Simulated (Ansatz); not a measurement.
A run of Ansatz (development build ahead of 0.2.0) on singlet SiO at this shape:

```xyz
2

Si   -0.0259   -0.0321   -0.5822
O    -0.0211   -0.0386    0.9933
```

Its results:

| Item | Value |
| --- | --- |
| Converged | yes |
| Total energy | -363.83020 hartree |
| Spin squared of the determinant | 0.000 |

Q: Which input gives this output? Name the method, the orbitals and the basis set, and write the input.

A: RHF in cc-pVTZ. An unrestricted run that stays on the closed shell gives the same numbers.

```yaml
crystal:
  periodic: [false, false, false]
  atoms:
    - { symbol: Si, position_ang: [-0.02585, -0.0321, -0.58224] }
    - { symbol: O, position_ang: [-0.02106, -0.03855, 0.99328] }
basis:
  gaussian: { orbitals: cc-pVTZ }
hamiltonian:
  xc: hf
```
